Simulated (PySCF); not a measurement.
Ligands exchanged one at a time, B F-I. All species are isolated molecules in the gas phase. Strings in code marks are SMILES.

Computed with PySCF with B3LYP-D3(BJ)/def2-TZVP. B3LYP has the VWN-RPA correlation part, as in Gaussian. 

```csv
species,HOMO (eV),HOMO–LUMO gap (eV)
0 of 3 F replaced by I (`FB(F)F`),-11.90,11.93
1 of 3 F replaced by I,-7.88,___
2 of 3 F replaced by I (`FB(I)I`),-7.46,5.56
3 of 3 F replaced by I (`IB(I)I`),-7.14,___
```

### Question
Complete the blanks.

### Answer

- 1 of 3 F replaced by I, HOMO–LUMO gap (eV): 6.95
- 3 of 3 F replaced by I (`IB(I)I`), HOMO–LUMO gap (eV): 4.50
